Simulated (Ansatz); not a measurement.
System: trimethyl amine, C₃H₉N, charge 0, multiplicity 1. SMILES: N(C)(C)C
Geometry: optimised at B3LYP-D3(BJ)/def2-TZVP (Ansatz, a first-principles code).

Property: atomisation energy (electronic, to ground-state atoms), in eV. Correlated levels leave the core frozen unless marked. UHF or UKS for open shells. Spin-orbit coupling is left out. No relativistic terms. The coupled-cluster limit lacks core correlation, which all-electron functionals hold. CBS marks a two-point X^-3 extrapolation of the correlation energy; Hartree-Fock from the larger set. The bracket is a focal-point correction in the basis named.

```tsv
level	program	atomisation energy (eV)
HF/6-31G*	Ansatz	36.92
r2SCAN-D4/def2-TZVPD	Ansatz + dftd4	50.22
```

### Question
What does RI-MP2/CBS(cc-pVTZ,cc-pVQZ)+[CCSD(T)-MP2]/cc-pVTZ (Ansatz) give?

### Answer
50.33 eV
